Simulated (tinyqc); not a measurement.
Coupled-perturbed Hartree-Fock on RHF in the sto-6g basis, for NH3, spin multiplicity 1, step by step (part 1 of 2). Computed by tinyqc, a small Python program that keeps every step (integrals from PySCF). Settings: charge = 0, multiplicity = 1, basis = sto-6g, method = RHF, energy threshold = 1e-10, iteration cap = 75, orthogonalisation = symmetric, start = Wolfsberg-Helmholz matrix, DIIS depth = 6. Command: `OMP_NUM_THREADS=1 python tinyqc.py 26062 26063 out.jsonl` (the two numbers bound the seeds that draw the settings). One thread of a shared host (Intel(R) Xeon(R) Processor @ 2.60GHz), about 0.4 s of CPU time with the checks. Later iterations appear only in the table of the cycle.

## One-electron integrals

Geometry (angstrom):

| atom | x | y | z |
|---|---|---|---|
| N | 0.000000 | 0.000000 | 0.292000 |
| H | 1.052000 | 0.000000 | 0.000000 |
| H | -0.526000 | 0.911000 | 0.000000 |
| H | -0.526000 | -0.911000 | 0.000000 |

Basis sto-6g: exponents (1/bohr^2) and contraction coefficients of normalised primitives:

| element | l (shell) | exponent | coefficient |
|---|---|---|---|
| N | s (1) | 1027.828458 | 0.009164 |
| N | s (1) | 188.451223 | 0.049361 |
| N | s (1) | 52.721861 | 0.168538 |
| N | s (1) | 18.111382 | 0.370563 |
| N | s (1) | 7.033180 | 0.416492 |
| N | s (1) | 2.896652 | 0.130334 |
| N | s (2) | 39.198808 | -0.013253 |
| N | s (2) | 7.758467 | -0.046992 |
| N | s (2) | 2.411326 | -0.033785 |
| N | s (2) | 0.927724 | 0.250242 |
| N | s (2) | 0.402911 | 0.595117 |
| N | s (2) | 0.184684 | 0.240706 |
| N | p (3) | 39.198808 | 0.003760 |
| N | p (3) | 7.758467 | 0.037679 |
| N | p (3) | 2.411326 | 0.173897 |
| N | p (3) | 0.927724 | 0.418036 |
| N | p (3) | 0.402911 | 0.425860 |
| N | p (3) | 0.184684 | 0.101708 |
| H | s (1) | 35.523221 | 0.009164 |
| H | s (1) | 6.513144 | 0.049361 |
| H | s (1) | 1.822143 | 0.168538 |
| H | s (1) | 0.625955 | 0.370563 |
| H | s (1) | 0.243077 | 0.416492 |
| H | s (1) | 0.100112 | 0.130334 |

Overlap, kinetic and nuclear-attraction integrals over the contracted functions; the nuclear repulsion is the sum of Za Zb / Rab.

nuclear repulsion = 11.05019107 hartree

overlap S, lower triangle:
```
           1N 1s     1N 2s     1N 2px     1N 2py     1N 2pz     2H 1s     3H 1s     4H 1s
1N 1s   1.000000
1N 2s   0.229416  1.000000
1N 2px  0.000000  0.000000   1.000000
1N 2py  0.000000  0.000000   0.000000   1.000000
1N 2pz  0.000000  0.000000   0.000000   0.000000   1.000000
2H 1s   0.050188  0.447626   0.395892   0.000000  -0.109886  1.000000
3H 1s   0.050194  0.447655  -0.197964   0.342861  -0.109896  0.158698  1.000000
4H 1s   0.050194  0.447655  -0.197964  -0.342861  -0.109896  0.158698  0.158720  1.000000
```

kinetic energy T (hartree), lower triangle:
```
            1N 1s     1N 2s     1N 2px     1N 2py     1N 2pz      2H 1s      3H 1s     4H 1s
1N 1s   22.236411
1N 2s   -0.678745  0.632900
1N 2px   0.000000  0.000000   1.901294
1N 2py   0.000000  0.000000   0.000000   1.901294
1N 2pz   0.000000  0.000000   0.000000   0.000000   1.901294
2H 1s   -0.006629  0.092420   0.222843   0.000000  -0.061854   0.768522
3H 1s   -0.006628  0.092437  -0.111441   0.193009  -0.061865  -0.008650   0.768522
4H 1s   -0.006628  0.092437  -0.111441  -0.193009  -0.061865  -0.008650  -0.008648  0.768522
```

nuclear attraction V (hartree), lower triangle:
```
             1N 1s      1N 2s     1N 2px     1N 2py     1N 2pz      2H 1s      3H 1s      4H 1s
1N 1s   -48.127608
1N 2s    -4.980656  -8.258459
1N 2px    0.000002   0.000018  -8.301965
1N 2py    0.000000   0.000000   0.000000  -8.301964
1N 2pz    0.011559   0.129508  -0.000005   0.000000  -8.170521
2H 1s    -1.240079  -3.001927  -2.415464   0.000000   0.703408  -5.140297
3H 1s    -1.240220  -3.002171   1.207870  -2.091947   0.703484  -0.905621  -5.140445
4H 1s    -1.240220  -3.002171   1.207870   2.091947   0.703484  -0.905621  -0.905749  -5.140445
```

core Hamiltonian H = T + V (hartree), lower triangle:
```
             1N 1s      1N 2s     1N 2px     1N 2py     1N 2pz      2H 1s      3H 1s      4H 1s
1N 1s   -25.891197
1N 2s    -5.659401  -7.625559
1N 2px    0.000002   0.000018  -6.400670
1N 2py    0.000000   0.000000   0.000000  -6.400670
1N 2pz    0.011559   0.129508  -0.000005   0.000000  -6.269227
2H 1s    -1.246708  -2.909507  -2.192621   0.000000   0.641554  -4.371775
3H 1s    -1.246848  -2.909734   1.096429  -1.898938   0.641620  -0.914271  -4.371923
4H 1s    -1.246848  -2.909734   1.096429   1.898938   0.641620  -0.914271  -0.914396  -4.371923
```

## Two-electron integrals

Functions are numbered as in S; the eight-fold symmetry (ij|kl) = (ji|kl) = (kl|ij) leaves the list below.

Two-electron integrals (ij|kl) in chemists' order, unique and non-zero (hartree):
```
(11|11) 4.168742    (21|11) 0.583648    (21|21) 0.104114    (22|11) 0.968487
(22|21) 0.214450    (22|22) 0.708398    (31|31) 0.022075    (32|31) 0.033611
(32|32) 0.156576    (33|11) 0.968488    (33|21) 0.214450    (33|22) 0.708398
(33|33) 0.763241    (41|41) 0.022075    (42|41) 0.033611    (42|42) 0.156576
(43|43) 0.041133    (44|11) 0.968488    (44|21) 0.214450    (44|22) 0.708398
(44|33) 0.680975    (44|44) 0.763241    (51|51) 0.022075    (52|51) 0.033611
(52|52) 0.156576    (53|53) 0.041133    (54|54) 0.041133    (55|11) 0.968488
(55|21) 0.214450    (55|22) 0.708398    (55|33) 0.680975    (55|44) 0.680975
(55|55) 0.763241    (61|11) 0.135976    (61|21) 0.023257    (61|22) 0.046887
(61|31) 0.001257    (61|32) 0.002460    (61|33) 0.047118    (61|44) 0.046757
(61|51) -0.000349   (61|52) -0.000683   (61|53) -0.000100   (61|55) 0.046785
(61|61) 0.005315    (62|11) 0.328083    (62|21) 0.073636    (62|22) 0.268379
(62|31) 0.006367    (62|32) 0.046584    (62|33) 0.277995    (62|44) 0.262994
(62|51) -0.001767   (62|52) -0.012930   (62|53) -0.004164   (62|55) 0.264149
(62|61) 0.016680    (62|62) 0.129884    (63|11) 0.249875    (63|21) 0.056861
(63|22) 0.220353    (63|31) 0.012261    (63|32) 0.080263    (63|33) 0.240413
(63|44) 0.209869    (63|51) -0.001183   (63|52) -0.009890   (63|53) -0.005877
(63|55) 0.210778    (63|61) 0.013473    (63|62) 0.128117    (63|63) 0.141558
(64|41) 0.007998    (64|42) 0.044630    (64|43) 0.009370    (64|54) -0.002601
(64|64) 0.017128    (65|11) -0.069357   (65|21) -0.015783   (65|22) -0.061163
(65|31) -0.001183   (65|32) -0.009890   (65|33) -0.061529   (65|44) -0.058253
(65|51) 0.008326    (65|52) 0.047375    (65|53) 0.010280    (65|55) -0.063707
(65|61) -0.003740   (65|62) -0.035561   (65|63) -0.034538   (65|65) 0.026715
(66|11) 0.473824    (66|21) 0.108308    (66|22) 0.449729    (66|31) 0.011994
(66|32) 0.118526    (66|33) 0.487148    (66|44) 0.428770    (66|51) -0.003329
(66|52) -0.032899   (66|53) -0.016204   (66|55) 0.433267    (66|61) 0.024854
(66|62) 0.275357    (66|63) 0.304638    (66|65) -0.084557   (66|66) 0.774999
(71|11) 0.135992    (71|21) 0.023260    (71|22) 0.046892    (71|31) -0.000629
(71|32) -0.001230   (71|33) 0.046853    (71|41) 0.001089    (71|42) 0.002131
(71|43) -0.000157   (71|44) 0.047033    (71|51) -0.000349   (71|52) -0.000683
(71|53) 0.000050    (71|54) -0.000087   (71|55) 0.046790    (71|61) 0.005199
(71|62) 0.015886    (71|63) 0.011974    (71|64) 0.000499    (71|65) -0.003564
(71|66) 0.023257    (71|71) 0.005316    (72|11) 0.328109    (72|21) 0.073642
(72|22) 0.268400    (72|31) -0.003184   (72|32) -0.023295   (72|33) 0.266765
(72|41) 0.005515    (72|42) 0.040345    (72|43) -0.006496   (72|44) 0.274265
(72|51) -0.001768   (72|52) -0.012932   (72|53) 0.002082    (72|54) -0.003606
(72|55) 0.264170    (72|61) 0.015885    (72|62) 0.098289    (72|63) 0.074855
(72|64) 0.011178    (72|65) -0.026152   (72|66) 0.165448    (72|71) 0.016683
(72|72) 0.129902    (73|11) -0.124951   (73|21) -0.028433   (73|22) -0.110188
(73|31) 0.009064    (73|32) 0.053543    (73|33) -0.115792   (73|41) -0.001846
(73|42) -0.015431   (73|43) 0.010671    (73|44) -0.109372   (73|51) 0.000592
(73|52) 0.004946    (73|53) -0.003420   (73|54) 0.001419    (73|55) -0.105400
(73|61) -0.005555   (73|62) -0.027748   (73|63) -0.009631   (73|64) -0.002347
(73|65) 0.007224    (73|66) -0.036188   (73|71) -0.006738   (73|72) -0.064069
(73|73) 0.048245    (74|11) 0.216408    (74|21) 0.049245    (74|22) 0.190839
(74|31) -0.001846   (74|32) -0.015431   (74|33) 0.184315    (74|41) 0.011196
(74|42) 0.071359    (74|43) -0.009113   (74|44) 0.205656    (74|51) -0.001025
(74|52) -0.008566   (74|53) 0.001419    (74|54) -0.005059   (74|55) 0.182546
(74|61) 0.010619    (74|62) 0.070413    (74|63) 0.053258    (74|64) 0.019764
(74|65) -0.018357   (74|66) 0.119273    (74|71) 0.011670    (74|72) 0.110964
(74|73) -0.053887   (74|74) 0.110460    (75|11) -0.069364   (75|21) -0.015784
(75|22) -0.061169   (75|31) 0.000592    (75|32) 0.004946    (75|33) -0.059078
(75|41) -0.001025   (75|42) -0.008566   (75|43) 0.001419    (75|44) -0.060716
(75|51) 0.008327    (75|52) 0.047380    (75|53) -0.005140   (75|54) 0.008903
(75|55) -0.063713   (75|61) -0.003564   (75|62) -0.026152   (75|63) -0.019511
(75|64) -0.002923   (75|65) 0.019149    (75|66) -0.047301   (75|71) -0.003741
(75|72) -0.035567   (75|73) 0.017272    (75|74) -0.029914   (75|75) 0.026719
(76|11) 0.095428    (76|21) 0.021551    (76|22) 0.083021    (76|31) 0.000760
(76|32) 0.006201    (76|33) 0.083326    (76|41) 0.001316    (76|42) 0.010740
(76|43) 0.000405    (76|44) 0.083794    (76|51) -0.000844   (76|52) -0.006885
(76|53) -0.000837   (76|54) -0.001450   (76|55) 0.081942    (76|61) 0.004796
(76|62) 0.037627    (76|63) 0.034397    (76|64) 0.003919    (76|65) -0.011432
(76|66) 0.077491    (76|71) 0.004797    (76|72) 0.037630    (76|73) -0.013806
(76|74) 0.031749    (76|75) -0.011433   (76|76) 0.013286    (77|11) 0.473844
(77|21) 0.108312    (77|22) 0.449743    (77|31) -0.005998   (77|32) -0.059268
(77|33) 0.443380    (77|41) 0.010387    (77|42) 0.102649    (77|43) -0.025280
(77|44) 0.472567    (77|51) -0.003329   (77|52) -0.032902   (77|53) 0.008103
(77|54) -0.014034   (77|55) 0.433282    (77|61) 0.023255    (77|62) 0.165440
(77|63) 0.121384    (77|64) 0.028299    (77|65) -0.047298   (77|66) 0.288519
(77|71) 0.024858    (77|72) 0.275380    (77|73) -0.152336   (77|74) 0.263837
(77|75) -0.084567   (77|76) 0.077491    (77|77) 0.774999    (81|11) 0.135992
(81|21) 0.023260    (81|22) 0.046892    (81|31) -0.000629   (81|32) -0.001230
(81|33) 0.046853    (81|41) -0.001089   (81|42) -0.002131   (81|43) 0.000157
(81|44) 0.047033    (81|51) -0.000349   (81|52) -0.000683   (81|53) 0.000050
(81|54) 0.000087    (81|55) 0.046790    (81|61) 0.005199    (81|62) 0.015886
(81|63) 0.011974    (81|64) -0.000499   (81|65) -0.003564   (81|66) 0.023257
(81|71) 0.005200    (81|72) 0.015887    (81|73) -0.006420   (81|74) 0.010121
(81|75) -0.003564   (81|76) 0.004612    (81|77) 0.023258    (81|81) 0.005316
(82|11) 0.328109    (82|21) 0.073642    (82|22) 0.268400    (82|31) -0.003184
(82|32) -0.023295   (82|33) 0.266765    (82|41) -0.005515   (82|42) -0.040345
(82|43) 0.006496    (82|44) 0.274265    (82|51) -0.001768   (82|52) -0.012932
(82|53) 0.002082    (82|54) 0.003606    (82|55) 0.264170    (82|61) 0.015885
(82|62) 0.098289    (82|63) 0.074855    (82|64) -0.011178   (82|65) -0.026152
(82|66) 0.165448    (82|71) 0.015887    (82|72) 0.098297    (82|73) -0.047114
(82|74) 0.059240    (82|75) -0.026154   (82|76) 0.029709    (82|77) 0.165455
(82|81) 0.016683    (82|82) 0.129902    (83|11) -0.124951   (83|21) -0.028433
(83|22) -0.110188   (83|31) 0.009064    (83|32) 0.053543    (83|33) -0.115792
(83|41) 0.001846    (83|42) 0.015431    (83|43) -0.010671   (83|44) -0.109372
(83|51) 0.000592    (83|52) 0.004946    (83|53) -0.003420   (83|54) -0.001419
(83|55) -0.105400   (83|61) -0.005555   (83|62) -0.027748   (83|63) -0.009631
(83|64) 0.002347    (83|65) 0.007224    (83|66) -0.036188   (83|71) -0.006420
(83|72) -0.047114   (83|73) 0.034466    (83|74) -0.027805   (83|75) 0.012289
(83|76) -0.010760   (83|77) -0.085211   (83|81) -0.006738   (83|82) -0.064069
(83|83) 0.048245    (84|11) -0.216408   (84|21) -0.049245   (84|22) -0.190839
(84|31) 0.001846    (84|32) 0.015431    (84|33) -0.184315   (84|41) 0.011196
(84|42) 0.071359    (84|43) -0.009113   (84|44) -0.205656   (84|51) 0.001025
(84|52) 0.008566    (84|53) -0.001419   (84|54) -0.005059   (84|55) -0.182546
(84|61) -0.010619   (84|62) -0.070413   (84|63) -0.053258   (84|64) 0.019764
(84|65) 0.018357    (84|66) -0.119273   (84|71) -0.010121   (84|72) -0.059240
(84|73) 0.027805    (84|74) -0.024326   (84|75) 0.015436    (84|76) -0.018636
(84|77) -0.090976   (84|81) -0.011670   (84|82) -0.110964   (84|83) 0.053887
(84|84) 0.110460    (85|11) -0.069364   (85|21) -0.015784   (85|22) -0.061169
(85|31) 0.000592    (85|32) 0.004946    (85|33) -0.059078   (85|41) 0.001025
(85|42) 0.008566    (85|43) -0.001419   (85|44) -0.060716   (85|51) 0.008327
(85|52) 0.047380    (85|53) -0.005140   (85|54) -0.008903   (85|55) -0.063713
(85|61) -0.003564   (85|62) -0.026152   (85|63) -0.019511   (85|64) 0.002923
(85|65) 0.019149    (85|66) -0.047301   (85|71) -0.003564   (85|72) -0.026154
(85|73) 0.012289    (85|74) -0.015436   (85|75) 0.019151    (85|76) -0.008756
(85|77) -0.047303   (85|81) -0.003741   (85|82) -0.035567   (85|83) 0.017272
(85|84) 0.029914    (85|85) 0.026719    (86|11) 0.095428    (86|21) 0.021551
(86|22) 0.083021    (86|31) 0.000760    (86|32) 0.006201    (86|33) 0.083326
(86|41) -0.001316   (86|42) -0.010740   (86|43) -0.000405   (86|44) 0.083794
(86|51) -0.000844   (86|52) -0.006885   (86|53) -0.000837   (86|54) 0.001450
(86|55) 0.081942    (86|61) 0.004796    (86|62) 0.037627    (86|63) 0.034397
(86|64) -0.003919   (86|65) -0.011432   (86|66) 0.077491    (86|71) 0.004612
(86|72) 0.029709    (86|73) -0.010760   (86|74) 0.018636    (86|75) -0.008756
(86|76) 0.010759    (86|77) 0.050364    (86|81) 0.004797    (86|82) 0.037630
(86|83) -0.013806   (86|84) -0.031749   (86|85) -0.011433   (86|86) 0.013286
(87|11) 0.095441    (87|21) 0.021554    (87|22) 0.083032    (87|31) -0.001520
(87|32) -0.012404   (87|33) 0.084039    (87|44) 0.083104    (87|51) -0.000844
(87|52) -0.006886   (87|53) 0.001674    (87|55) 0.081953    (87|61) 0.004612
(87|62) 0.029710    (87|63) 0.021521    (87|65) -0.008756   (87|66) 0.050369
(87|71) 0.004798    (87|72) 0.037635    (87|73) -0.020598   (87|74) 0.027834
(87|75) -0.011434   (87|76) 0.010760    (87|77) 0.077503    (87|81) 0.004798
(87|82) 0.037635    (87|83) -0.020598   (87|84) -0.027834   (87|85) -0.011434
(87|86) 0.010760    (87|87) 0.013290    (88|11) 0.473844    (88|21) 0.108312
(88|22) 0.449743    (88|31) -0.005998   (88|32) -0.059268   (88|33) 0.443380
(88|41) -0.010387   (88|42) -0.102649   (88|43) 0.025280    (88|44) 0.472567
(88|51) -0.003329   (88|52) -0.032902   (88|53) 0.008103    (88|54) 0.014034
(88|55) 0.433282    (88|61) 0.023255    (88|62) 0.165440    (88|63) 0.121384
(88|64) -0.028299   (88|65) -0.047298   (88|66) 0.288519    (88|71) 0.023258
(88|72) 0.165455    (88|73) -0.085211   (88|74) 0.090976    (88|75) -0.047303
(88|76) 0.050364    (88|77) 0.288533    (88|81) 0.024858    (88|82) 0.275380
(88|83) -0.152336   (88|84) -0.263837   (88|85) -0.084567   (88|86) 0.077491
(88|87) 0.077503    (88|88) 0.774999
```

## Orthogonalisation

S = U s U^T; symmetric (Loewdin) form X = U s^(-1/2) U^T, so that X^T S X = 1.

eigenvalues of S: 0.323495  0.429310  0.429324  0.935155  1.042783  1.411970  1.411985  2.015977

X, lower triangle:
```
            1N 1s      1N 2s     1N 2px     1N 2py    1N 2pz      2H 1s      3H 1s     4H 1s
1N 1s    1.023293
1N 2s   -0.144800   1.320555
1N 2px   0.000001  -0.000018   1.128592
1N 2py   0.000000   0.000000   0.000000   1.128595
1N 2pz   0.006275  -0.072272   0.000005   0.000000  1.017411
2H 1s    0.019559  -0.278437  -0.275818   0.000000  0.067281   1.197621
3H 1s    0.019560  -0.278468   0.137925  -0.238881  0.067290  -0.041523   1.197652
4H 1s    0.019560  -0.278468   0.137925   0.238881  0.067290  -0.041523  -0.041528  1.197652
```

## Starting guess

The start is the generalised Wolfsberg-Helmholz matrix (K = 1.75) built on H; D = 2 C_occ C_occ^T.

D at the start, lower triangle:
```
            1N 1s     1N 2s     1N 2px     1N 2py     1N 2pz     2H 1s     3H 1s     4H 1s
1N 1s    2.045124
1N 2s   -0.173391  0.896509
1N 2px  -0.000009  0.000035   1.245969
1N 2py   0.000000  0.000000   0.000000   1.245957
1N 2pz  -0.067515  0.251249  -0.000012   0.000000   1.948778
2H 1s   -0.122935  0.289979   0.456870   0.000000  -0.048540  0.272590
3H 1s   -0.122942  0.289988  -0.228429   0.395666  -0.048547  0.021316  0.272613
4H 1s   -0.122942  0.289988  -0.228429  -0.395666  -0.048547  0.021316  0.021318  0.272613
```

## Iteration 1: building the Fock matrix

J_ij = sum D_kl (ij|kl), K_ij = sum D_kl (ik|jl); F = H + J - 0.5 K; E = tr D H + tr D J / 2 - 0.25 tr D K + E_nn.

Coulomb J (hartree), lower triangle:
```
            1N 1s      1N 2s     1N 2px     1N 2py     1N 2pz     2H 1s     3H 1s     4H 1s
1N 1s   15.067688
1N 2s    2.664871   7.119867
1N 2px   0.000000  -0.000005   7.123791
1N 2py   0.000000   0.000000   0.000000   7.123790
1N 2pz   0.002591  -0.016556   0.000001   0.000000   7.112019
2H 1s    0.599443   2.678154   2.190427   0.000000  -0.613912  4.533093
3H 1s    0.599511   2.678362  -1.095330   1.897043  -0.613977  0.827125  4.533242
4H 1s    0.599511   2.678362  -1.095330  -1.897043  -0.613977  0.827125  0.827240  4.533242
```

exchange K (hartree), lower triangle:
```
            1N 1s     1N 2s     1N 2px     1N 2py     1N 2pz     2H 1s     3H 1s     4H 1s
1N 1s    8.463280
1N 2s    1.352566  2.131883
1N 2px  -0.000001  0.000000   1.766569
1N 2py   0.000000  0.000000   0.000000   1.766570
1N 2pz  -0.006468  0.045521   0.000000   0.000000   1.911077
2H 1s    0.318067  0.951400   0.756553   0.000000  -0.190757  1.037955
3H 1s    0.318103  0.951465  -0.378306   0.655214  -0.190777  0.306808  1.038042
4H 1s    0.318103  0.951465  -0.378306  -0.655214  -0.190777  0.306808  0.306849  1.038042
```

Fock matrix F (hartree), lower triangle:
```
             1N 1s      1N 2s     1N 2px     1N 2py     1N 2pz      2H 1s      3H 1s      4H 1s
1N 1s   -15.055149
1N 2s    -3.670813  -1.571633
1N 2px    0.000002   0.000013  -0.160164
1N 2py    0.000000   0.000000   0.000000  -0.160165
1N 2pz    0.017383   0.090192  -0.000004   0.000000  -0.112746
2H 1s    -0.806298  -0.707053  -0.380471   0.000000   0.123021  -0.357660
3H 1s    -0.806388  -0.707104   0.190252  -0.329502   0.123031  -0.240551  -0.357702
4H 1s    -0.806388  -0.707104   0.190252   0.329502   0.123031  -0.240551  -0.240581  -0.357702
```

total energy of this density = -55.69987872 hartree
